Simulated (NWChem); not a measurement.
NO anion, triplet

All runs: NWChem. Spin-unrestricted. Sets without diffuse functions describe the anion's extra electron poorly. Structure relaxed at the B3LYP/def2-SVPD, spin-unrestricted level. No stability test was run on the SCF state. The highest occupied level is positive in some or all of these runs, so the extra electron may be held by the finite basis. Total energies compare along this basis series because the functional is fixed.

```
level             basis functions  energy (Ha)  highest occupied level (eV)  lowest empty minus highest occupied level, either spin (eV)  <S²>
----------------  ---------------  -----------  ---------------------------  -----------------------------------------------------------  ----
TPSS/pcseg-1                   28    -129.8743                         4.93                                                         2.43  2.01
TPSS/aug-pcseg-1               46    -129.9066                         3.30                                                         1.97  2.01
TPSS/pcseg-2                   60    -129.9640                         3.95                                                         2.35  2.01
TPSS/STO-3G                    10    -127.9880                        12.64                                                         2.71  2.00
TPSS/def2-SVP                  28    -129.7827                         5.43                                                         2.53  2.01
```
